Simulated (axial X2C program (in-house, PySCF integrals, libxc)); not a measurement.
**CLi: from the state search to constants**

Aim: find the lowest determinant of CLi, scan the bond at several levels and fit the constants, once spin-free and once with spin–orbit coupling.

Program: an in-house X2C program for linear molecules on PySCF integrals. Level of theory: all-electron X2C, C dyall-v3z, Li dyall-cv3z. These are calculated values, not measurements.

## (1) Input

task.json reads:

```json
{
 "zs": [
  6,
  3
 ],
 "q": 0,
 "bas": [
  "dyall-v3z",
  "dyall-cv3z"
 ],
 "levels": [
  "PBE0",
  "HF",
  "r2SCAN0"
 ],
 "cc": true,
 "r0": 1.91,
 "thr": -2.0,
 "nmax": 90,
 "npts": 10,
 "nst": 2,
 "ntry": 6
}
```

Keys: zs atomic numbers; q charge; bas basis sets; levels methods (HF also brings MP2); cc coupled cluster on or off; r0 starting distance in Å; thr threshold in hartree for freezing inner shells (an s shell follows its p shell); nmax most natural virtual spinors; npts points asked for on the curve; nst determinants followed; ntry starts of the search.

On the command line:

```console
> python so2c.py task.json out
```

Spin-free means the one-electron spin-free X2C Hamiltonian; two-component (2c) means X2C with spin–orbit coupling and atomic mean-field two-electron Coulomb and Gaunt terms. Basis: C dyall-v3z contracted to [7s6p2d1f], Li dyall-cv3z contracted to [7s8p2d]; Gaussian nuclei, density fitting. Masses: C 12.000 u, Li 7.016 u.

Notation: σ, π±, δ± give the projection m of an orbital's angular momentum (0, ±1, ±2), α and β its spin, Λ and M_S the sums; ω is the projection of a spinor's total angular momentum and Ω the sum. Logs are in hartree.

The results follow Hamiltonian by Hamiltonian and level by level.

## (2) Which state to follow

Determinants are compared with PBE0 at 1.910 Å.

Spin-free determinants:

```json
{"ΔE (eV)": "0.00", "state": "M_S = 3/2, Λ = 0", "open shells": "beyond closed shells: σα, π+α, π-α"}
{"ΔE (eV)": "0.77", "state": "M_S = 1/2, Λ = 0", "open shells": "beyond closed shells: σβ, π+α, π-α"}
{"ΔE (eV)": "1.51", "state": "M_S = 1/2, Λ = 0", "open shells": "beyond closed shells: σα, π+α, π-β"}
{"ΔE (eV)": "1.51", "state": "M_S = 1/2, Λ = 2", "open shells": "beyond closed shells: σα, π+α, π+β"}
{"ΔE (eV)": "1.68", "state": "M_S = 1/2, Λ = 1", "open shells": "beyond closed shells: π+α"}
{"ΔE (eV)": "2.53", "state": "M_S = 1/2, Λ = 1", "open shells": "beyond closed shells: π+α, π+β, π-α"}
{"ΔE (eV)": "3.29", "state": "M_S = 3/2, Λ = 1", "open shells": "beyond closed shells: 2 × σα, π+α"}
```

Two-component determinants:

| ΔE (eV) | state | open shells |
| --- | --- | --- |
| 0.00 | Ω = 3/2 | excess of +ω over −ω: ω = 3/2 |
| 0.77 | Ω = 1/2 | excess of +ω over −ω: 2 × ω = -1/2, ω = 3/2 |
| 1.50 | Ω = 1/2 | excess of +ω over −ω: ω = 1/2 |
| 1.51 | Ω = 5/2 | excess of +ω over −ω: 2 × ω = 1/2, ω = 3/2 |
| 1.51 | Ω = 1/2 | excess of +ω over −ω: ω = 1/2 |
| 4.79 | Ω = 7/2 | excess of +ω over −ω: ω = 1/2, 2 × ω = 3/2 |
| 5.28 | Ω = 5/2 | excess of +ω over −ω: ω = -1/2, 2 × ω = 3/2 |

## (3) PBE0, spin-free

State followed: M_S = 3/2, Λ = 0 (beyond closed shells: σα, π+α, π-α). The scan is laid around 1.878 Å, a first estimate of the minimum, and this SCF restarts from the orbitals of the search.

The SCF at the reference distance of 1.878 Å:

```text
spin-free X2C-1e  PBE0
basis functions 83  fitting functions 442  grid points 4360
iter        total energy     max residual
   1        -45.306904400     3.21e-01
   2        -45.389178332     6.28e-03
   3        -45.389277128     4.22e-03
   4        -45.389413425     7.13e-04
   5        -45.389416682     7.44e-05
   6        -45.389416736     1.96e-05
   7        -45.389416742     6.42e-06
   8        -45.389416744     1.88e-06
converged
one-electron -71.06313886  Coulomb 27.75028415  exact exchange -1.74185251  xc functional -5.40669557  nuclear repulsion 5.07198605
```

Along the bond, energies from the lowest point:

| R (Å) | E (eV) | μ (D) | HOMO (eV) | LUMO (eV) | iterations |
| --- | --- | --- | --- | --- | --- |
| 1.634 | 0.3258 | 5.40 | -5.59 | -1.28 | 10 |
| 1.709 | 0.1386 | 5.64 | -5.46 | -1.32 | 9 |
| 1.765 | 0.0560 | 5.82 | -5.37 | -1.35 | 9 |
| 1.822 | 0.0124 | 6.00 | -5.29 | -1.39 | 9 |
| 1.878 | 0.0000 | 6.19 | -5.21 | -1.43 | 8 |
| 1.944 | 0.0167 | 6.41 | -5.12 | -1.48 | 8 |
| 2.010 | 0.0595 | 6.63 | -5.04 | -1.54 | 8 |
| 2.094 | 0.1423 | 6.91 | -4.94 | -1.61 | 8 |
| 2.197 | 0.2723 | 7.25 | -4.83 | -1.70 | 8 |
| 2.348 | 0.4923 | 7.72 | -4.70 | -1.83 | 9 |

Dipoles are positive if Li is the positive end.

Outer orbitals at the reference distance:

```
symmetry  occupied  ε (eV)             atomic character
      σα       yes  -14.62   75% C s, 13% Li p, 7% Li s
      σβ       yes  -10.31   70% C s, 15% Li p, 9% Li s
      σα       yes   -5.77    88% C p, 6% Li p, 5% Li s
     π-α       yes   -5.21   85% C p, 11% Li p, 4% Li d
     π+α       yes   -5.21   85% C p, 11% Li p, 4% Li d
      σα        no   -1.43   70% Li s, 26% Li p, 3% C p
      σβ        no   -0.93  62% Li s, 24% Li p, 12% C p
     π-β        no   -0.37            54% Li p, 45% C p
     π+β        no   -0.37            54% Li p, 45% C p
```

PBE0 fields in the half plane through the axis: z from -2.4 to 4.2 Å across, distance from the axis 0.15 to 2.25 Å upwards; C lies at z = 0 and Li at z = 1.878 Å; the ELF is damped to zero where the density is low.

log10 density (e/bohr³). Ten even steps from '0' (-5.84 ) to '9' (0.68 ):
```
12223333444433332221100
22333444444444333221100
22334455555544433322110
23344555655555443322110
33445566666655544322100
33455667777665554322100
34456677777766776431100
34456778987767987532000
```

ELF. Ten even steps from ' ' (0.00 ) to '@' (1.00 ):
```
              ....::::::....                  
          ..::----========--::..              
      ..::--==++++++****++++--..              
    ..::==++**##########**++::                
    ::--++####%%%%%%%%%%**::                  
  ..--++##%%%%%%%%%%%%%%==                    
  ..--**%%%%%%##==##%%%%....@@@@##            
  ..==**%%%%%%..@@  %%%%  %%@@@@@@==          
```

Re = 1.876 Å, ωe = 697 cm⁻¹, ωexe = 6.32 cm⁻¹, Be = 1.082 cm⁻¹, De = 2.69 eV, μ = 6.18 D.

## (4) HF, spin-free

The SCF at the reference distance of 1.878 Å:

```text
spin-free X2C-1e  HF
basis functions 83  fitting functions 442  grid points 4360
iter        total energy     max residual
   1        -45.208278714     4.35e-02
   2        -45.212916251     4.02e-03
   3        -45.213304212     1.91e-03
   4        -45.213427517     1.23e-03
   5        -45.213479605     5.42e-04
   6        -45.213486712     2.50e-04
   7        -45.213487778     9.99e-05
   8        -45.213487994     1.63e-05
   9        -45.213488002     3.36e-06
  10        -45.213488003     5.61e-07
converged
one-electron -71.11232963  Coulomb 27.83317485  exact exchange -7.00631927  xc functional 0.00000000  nuclear repulsion 5.07198605
```

Re = 1.881 Å, ωe = 715 cm⁻¹, ωexe = 5.89 cm⁻¹, Be = 1.076 cm⁻¹, De = 1.95 eV, μ = 6.59 D.

## (5) r2SCAN0, spin-free

Output at 1.878 Å:

```text
spin-free X2C-1e  r2SCAN0
basis functions 83  fitting functions 442  grid points 4360
iter        total energy     max residual
   1        -45.431334050     2.12e-02
   2        -45.432154089     2.62e-03
   3        -45.432181954     1.39e-03
   4        -45.432194750     3.88e-04
   5        -45.432197006     8.14e-05
   6        -45.432197246     2.46e-05
   7        -45.432197259     6.10e-06
   8        -45.432197260     1.23e-06
converged
one-electron -71.09935575  Coulomb 27.80303938  exact exchange -1.74664266  xc functional -5.46122428  nuclear repulsion 5.07198605
```

Re = 1.879 Å, ωe = 698 cm⁻¹, Be = 1.078 cm⁻¹, De = 2.76 eV, μ = 6.31 D.

## (6) MP2 and beyond, spin-free

Correlated methods: 5 electrons correlated (frozen shells, counted by type: C 1 s; Li 1 s), 143 virtual spinors in MP2, 61 natural virtuals in coupled cluster.

Output of the correlated part at 1.878 Å:

```text
correlated 5  virtual 143  natural virtual 61  E(MP2) -0.093367301  MP2 remainder -0.000647696
iter   CCSD correlation   residual
   1     -0.104753473   7.17e-02
   2     -0.108301200   2.60e-02
   3     -0.108694896   8.69e-03
   4     -0.108754954   2.54e-03
   5     -0.108761295   6.94e-04
   6     -0.108768890   2.27e-04
   7     -0.108768943   6.98e-05
   8     -0.108768617   1.63e-05
   9     -0.108768727   6.35e-06
  10     -0.108768737   1.52e-06
(T) -0.003687946  T1 0.0206  D1 0.0366  max T2 0.050
```

T1 in the output is the amplitude norm over the root of the electron number; divide by √2 for the Lee–Taylor value.

MP2: Re = 1.893 Å, ωe = 692 cm⁻¹, Be = 1.063 cm⁻¹, De = 2.61 eV.

CCSD: Re = 1.892 Å, ωe = 692 cm⁻¹, ωexe = 5.84 cm⁻¹, Be = 1.064 cm⁻¹, De = 2.51 eV. T1 at Re = 0.015 (Lee–Taylor, the printed value over √2).

CCSD(T): Re = 1.895 Å, ωe = 688 cm⁻¹, ωexe = 5.84 cm⁻¹, Be = 1.061 cm⁻¹, De = 2.55 eV. T1 at Re = 0.015 (Lee–Taylor, the printed value over √2).

## (7) A higher determinant, spin-free

State: M_S = 1/2, Λ = 0 (beyond closed shells: σβ, π+α, π-α).

Output at the reference distance:

```text
spin-free X2C-1e  PBE0
basis functions 83  fitting functions 442  grid points 4360
iter        total energy     max residual
   1        -45.277655510     3.18e-01
   2        -45.360714907     6.28e-03
   3        -45.360802446     4.76e-03
   4        -45.360975365     6.96e-04
   5        -45.360978482     4.60e-05
   6        -45.360978565     1.89e-05
   7        -45.360978585     6.81e-06
   8        -45.360978587     9.79e-07
converged
one-electron -70.99163175  Coulomb 27.67306337  exact exchange -1.73013697  xc functional -5.38425929  nuclear repulsion 5.07198605
```

| R (Å) | E above the lowest PBE0 point (eV) |
| --- | --- |
| 1.634 | 1.126 |
| 1.709 | 0.932 |
| 1.765 | 0.843 |
| 1.822 | 0.793 |
| 1.878 | 0.774 |
| 1.944 | 0.782 |
| 2.010 | 0.814 |
| 2.094 | 0.883 |
| 2.197 | 0.994 |

Re = 1.893 Å, ωe = 664 cm⁻¹, ωexe = 7.04 cm⁻¹, Be = 1.062 cm⁻¹, μ = 6.36 D. ⟨S²⟩ = 1.76 against 0.75 for a pure state, so this determinant mixes spins. Te = 0.77 eV.

## (8) The spin-free curves together

Energy (eV) of the followed determinant, spin-free, from each level's lowest point:

| R (Å) | PBE0 | HF | MP2 | CCSD | CCSD(T) | r2SCAN0 |
| --- | --- | --- | --- | --- | --- | --- |
| 1.634 | 0.326 | 0.358 | 0.373 | n/a | n/a | 0.338 |
| 1.709 | 0.139 | 0.156 | 0.168 | 0.167 | 0.170 | 0.146 |
| 1.765 | 0.056 | 0.065 | 0.074 | 0.073 | 0.076 | 0.060 |
| 1.822 | 0.012 | 0.016 | 0.021 | 0.020 | 0.021 | 0.014 |
| 1.878 | 0.000 | 0.000 | 0.000 | 0.000 | 0.000 | 0.000 |
| 1.944 | 0.017 | 0.015 | 0.009 | 0.009 | 0.008 | 0.015 |
| 2.010 | 0.059 | 0.058 | 0.045 | 0.046 | 0.043 | 0.057 |
| 2.094 | 0.142 | 0.145 | 0.122 | 0.123 | 0.118 | 0.139 |
| 2.197 | 0.272 | 0.282 | 0.247 | n/a | n/a | 0.270 |
| 2.348 | 0.492 | 0.518 | 0.467 | n/a | n/a | 0.491 |

## (9) PBE0, 2c

State followed: Ω = 3/2 (excess of +ω over −ω: ω = 3/2). The scan is laid around 1.878 Å, a first estimate of the minimum, and this SCF restarts from the orbitals of the search.

Output at 1.878 Å:

```text
two-component X2C + atomic mean field  PBE0
basis functions 83  fitting functions 442  grid points 4360
iter        total energy     max residual
   1        -45.305115188     3.21e-01
   2        -45.387530050     6.28e-03
   3        -45.387629048     4.15e-03
   4        -45.387761014     7.21e-04
   5        -45.387764340     7.43e-05
   6        -45.387764395     1.96e-05
   7        -45.387764401     6.44e-06
   8        -45.387764402     1.88e-06
converged
one-electron -71.05882725  Coulomb 27.74885553  exact exchange -1.74176094  xc functional -5.40641645  nuclear repulsion 5.07198605  atomic mean-field constant -0.00160134
```

Along the bond, energies from the lowest point:

| R (Å) | E (eV) | μ (D) | HOMO (eV) | LUMO (eV) | iterations |
| --- | --- | --- | --- | --- | --- |
| 1.634 | 0.3260 | 5.40 | -5.59 | -1.28 | 10 |
| 1.709 | 0.1388 | 5.64 | -5.46 | -1.32 | 9 |
| 1.765 | 0.0561 | 5.82 | -5.37 | -1.35 | 9 |
| 1.822 | 0.0124 | 6.00 | -5.29 | -1.39 | 9 |
| 1.878 | 0.0000 | 6.19 | -5.21 | -1.43 | 8 |
| 1.944 | 0.0167 | 6.41 | -5.12 | -1.48 | 8 |
| 2.010 | 0.0594 | 6.63 | -5.04 | -1.54 | 8 |
| 2.094 | 0.1421 | 6.91 | -4.94 | -1.61 | 8 |
| 2.197 | 0.2721 | 7.25 | -4.83 | -1.70 | 8 |
| 2.348 | 0.4921 | 7.72 | -4.70 | -1.83 | 9 |

Dipoles are positive if Li is the positive end.

Outer spinors at the reference distance:

```
   ω  occupied  ε (eV)             atomic character  λ mixture
 1/2       yes  -14.62   75% C s, 13% Li p, 7% Li s     100% σ
-1/2       yes  -10.31   70% C s, 15% Li p, 9% Li s     100% σ
 1/2       yes   -5.77    88% C p, 6% Li p, 5% Li s     100% σ
-1/2       yes   -5.21   85% C p, 11% Li p, 4% Li d     100% π
 3/2       yes   -5.21   85% C p, 11% Li p, 4% Li d     100% π
 1/2        no   -1.43   70% Li s, 26% Li p, 3% C p     100% σ
-1/2        no   -0.93  62% Li s, 24% Li p, 12% C p     100% σ
 1/2        no   -0.37            54% Li p, 45% C p     100% π
-3/2        no   -0.37            54% Li p, 45% C p     100% π
```

PBE0 fields in the half plane through the axis: z from -2.4 to 4.2 Å across, distance from the axis 0.15 to 2.25 Å upwards; C lies at z = 0 and Li at z = 1.878 Å; the ELF is damped to zero where the density is low.

log10 density (e/bohr³). Ten even steps from '0' (-5.83 ) to '9' (0.68 ):
```
12223333444433332221100
22333444444444333221100
22334455555544433322110
23344555655555443322110
33445566666655544322100
33455667777665554322100
34456677777766776431100
34456678987767987532000
```

ELF. Ten even steps from ' ' (0.00 ) to '@' (1.00 ):
```
              ....::::::....                  
          ..::----========--::..              
      ..::--==++++++****++++--..              
    ..::==++**##########**++::                
    ::--++####%%%%%%%%%%**::                  
  ..--++##%%%%%%%%%%%%%%==                    
  ..--**%%%%%%##==##%%%%....@@@@##            
  ..==**%%%%%%..@@  %%%%  %%@@@@@@==          
```

Re = 1.876 Å, ωe = 697 cm⁻¹, ωexe = 6.32 cm⁻¹, Be = 1.082 cm⁻¹, De = 2.69 eV, μ = 6.18 D.

## (10) HF, 2c

Output at 1.878 Å:

```text
two-component X2C + atomic mean field  HF
basis functions 83  fitting functions 442  grid points 4360
iter        total energy     max residual
   1        -45.206630774     4.35e-02
   2        -45.211267607     4.02e-03
   3        -45.211655469     1.91e-03
   4        -45.211778730     1.23e-03
   5        -45.211830797     5.42e-04
   6        -45.211837901     2.50e-04
   7        -45.211838966     9.98e-05
   8        -45.211839183     1.63e-05
   9        -45.211839191     3.36e-06
  10        -45.211839191     5.61e-07
converged
one-electron -71.10801147  Coulomb 27.83173509  exact exchange -7.00594751  xc functional 0.00000000  nuclear repulsion 5.07198605  atomic mean-field constant -0.00160134
```

Re = 1.881 Å, ωe = 715 cm⁻¹, ωexe = 5.89 cm⁻¹, Be = 1.076 cm⁻¹, De = 1.95 eV, μ = 6.59 D.

## (11) r2SCAN0, 2c

The SCF at the reference distance of 1.878 Å:

```text
two-component X2C + atomic mean field  r2SCAN0
basis functions 83  fitting functions 442  grid points 4360
iter        total energy     max residual
   1        -45.429679058     2.12e-02
   2        -45.430499015     2.62e-03
   3        -45.430526870     1.39e-03
   4        -45.430539659     3.88e-04
   5        -45.430541914     8.14e-05
   6        -45.430542154     2.46e-05
   7        -45.430542167     6.10e-06
   8        -45.430542168     1.23e-06
converged
one-electron -71.09503462  Coulomb 27.80159883  exact exchange -1.74655037  xc functional -5.46094072  nuclear repulsion 5.07198605  atomic mean-field constant -0.00160134
```

Re = 1.879 Å, ωe = 698 cm⁻¹, Be = 1.078 cm⁻¹, De = 2.76 eV, μ = 6.31 D.

## (12) Correlated methods, 2c

Correlated methods: 5 electrons correlated (frozen shells, counted by type: C 1 s; Li 1 s), 143 virtual spinors in MP2, 61 natural virtuals in coupled cluster.

Output of the correlated part at 1.878 Å:

```text
correlated 5  virtual 143  natural virtual 61  E(MP2) -0.093364582  MP2 remainder -0.000647694
iter   CCSD correlation   residual
   1     -0.104750843   7.17e-02
   2     -0.108298375   2.60e-02
   3     -0.108691942   8.69e-03
   4     -0.108751972   2.54e-03
   5     -0.108758314   6.94e-04
   6     -0.108765909   2.27e-04
   7     -0.108765963   7.06e-05
   8     -0.108765635   1.81e-05
   9     -0.108765754   8.84e-06
  10     -0.108765784   4.70e-06
  11     -0.108765741   3.34e-06
  12     -0.108765719   1.60e-06
  13     -0.108765740   7.66e-07
  14     -0.108765743   4.30e-07
(T) -0.003687886  T1 0.0206  D1 0.0366  max T2 0.050
```

MP2: Re = 1.893 Å, ωe = 692 cm⁻¹, Be = 1.063 cm⁻¹, De = 2.61 eV.

CCSD: Re = 1.892 Å, ωe = 692 cm⁻¹, ωexe = 5.84 cm⁻¹, Be = 1.064 cm⁻¹, De = 2.51 eV. T1 at Re = 0.015 (Lee–Taylor, the printed value over √2).

CCSD(T): Re = 1.895 Å, ωe = 688 cm⁻¹, ωexe = 5.84 cm⁻¹, Be = 1.061 cm⁻¹, De = 2.55 eV. T1 at Re = 0.015 (Lee–Taylor, the printed value over √2).

## (13) A higher determinant, 2c

State: Ω = 1/2 (excess of +ω over −ω: 2 × ω = -1/2, ω = 3/2).

Output at the reference distance:

```text
two-component X2C + atomic mean field  PBE0
basis functions 83  fitting functions 442  grid points 4360
iter        total energy     max residual
   1        -45.275864302     3.18e-01
   2        -45.359069210     6.28e-03
   3        -45.359157466     4.68e-03
   4        -45.359324903     7.05e-04
   5        -45.359328103     4.63e-05
   6        -45.359328188     1.90e-05
   7        -45.359328209     6.82e-06
   8        -45.359328210     9.81e-07
converged
one-electron -70.98734013  Coulomb 27.67165877  exact exchange -1.73004735  xc functional -5.38398422  nuclear repulsion 5.07198605  atomic mean-field constant -0.00160134
```

| R (Å) | E above the lowest PBE0 point (eV) |
| --- | --- |
| 1.634 | 1.126 |
| 1.709 | 0.932 |
| 1.765 | 0.843 |
| 1.822 | 0.793 |
| 1.878 | 0.774 |
| 1.944 | 0.781 |
| 2.010 | 0.814 |
| 2.094 | 0.883 |
| 2.197 | 0.994 |

Re = 1.893 Å, ωe = 664 cm⁻¹, ωexe = 7.04 cm⁻¹, Be = 1.062 cm⁻¹, μ = 6.36 D. Te = 0.77 eV.

## (14) The 2c curves together

Energy (eV) of the followed determinant, 2c, from each level's lowest point:

| R (Å) | PBE0 | HF | MP2 | CCSD | CCSD(T) | r2SCAN0 |
| --- | --- | --- | --- | --- | --- | --- |
| 1.634 | 0.326 | 0.358 | 0.374 | n/a | n/a | 0.338 |
| 1.709 | 0.139 | 0.156 | 0.168 | 0.167 | 0.170 | 0.146 |
| 1.765 | 0.056 | 0.065 | 0.074 | 0.073 | 0.076 | 0.060 |
| 1.822 | 0.012 | 0.016 | 0.021 | 0.020 | 0.022 | 0.014 |
| 1.878 | 0.000 | 0.000 | 0.000 | 0.000 | 0.000 | 0.000 |
| 1.944 | 0.017 | 0.015 | 0.009 | 0.009 | 0.008 | 0.015 |
| 2.010 | 0.059 | 0.058 | 0.045 | 0.046 | 0.043 | 0.057 |
| 2.094 | 0.142 | 0.144 | 0.122 | 0.123 | 0.118 | 0.139 |
| 2.197 | 0.272 | 0.282 | 0.247 | n/a | n/a | 0.269 |
| 2.348 | 0.492 | 0.517 | 0.467 | n/a | n/a | 0.491 |

Time for the job: 16 s (1 thread of Arm Neoverse V2, shared host).

## (15) Constants

Lowest determinant that the search found at its distance, spin-free: M_S = 3/2, Λ = 0 (beyond closed shells: σα, π+α, π-α).

Lowest determinant that the search found at its distance, 2c: Ω = 3/2 (excess of +ω over −ω: ω = 3/2).

| Hamiltonian | level | Re (Å) | ωe (cm⁻¹) | De (eV) | μ (D) |
| --- | --- | --- | --- | --- | --- |
| spin-free | PBE0 | 1.876 | 697 | 2.69 | 6.18 |
| spin-free | HF | 1.881 | 715 | 1.95 | 6.59 |
| spin-free | MP2 | 1.893 | 692 | 2.61 | n/a |
| spin-free | CCSD | 1.892 | 692 | 2.51 | n/a |
| spin-free | CCSD(T) | 1.895 | 688 | 2.55 | n/a |
| spin-free | r2SCAN0 | 1.879 | 698 | 2.76 | 6.31 |
| 2c | PBE0 | 1.876 | 697 | 2.69 | 6.18 |
| 2c | HF | 1.881 | 715 | 1.95 | 6.59 |
| 2c | MP2 | 1.893 | 692 | 2.61 | n/a |
| 2c | CCSD | 1.892 | 692 | 2.51 | n/a |
| 2c | CCSD(T) | 1.895 | 688 | 2.55 | n/a |
| 2c | r2SCAN0 | 1.879 | 698 | 2.76 | 6.31 |

Dipoles are positive if Li is the positive end.

Time per point (s) on 1 thread of Arm Neoverse V2, shared host (2c runs; CCSD comes with the CCSD(T) run); the times are rough: PBE0 0.096, HF 0.042, MP2 0.054, CCSD(T) 0.38, r2SCAN0 0.17.

In words: At CCSD(T), going from spin-free to two-component changes Re by 0 mÅ, ωe by 0.0 %; the spin-free picture holds up (part of it comes from the scalar share of the two-electron terms). De moves by 0.00 eV; both De rest on single-determinant atoms, which can miss part of an open shell's spin–orbit lowering.

De refers to C + Li, each in the lowest determinant found, which need not be this curve's own limit. The state is a single determinant with fixed occupations, the lowest that a limited PBE0 search found. De is counted from the lowest determinant-based energies of the atoms at the same level, without counterpoise correction. Density functionals use the spin component along the axis (collinear). Coupled cluster ran in a truncated set of natural virtual spinors; the MP2 energy of the rest was added. The meta-GGAs lack a current-density term, which matters for open shells with orbital currents, atoms included. With several unpaired electrons one determinant need not be a pure state.
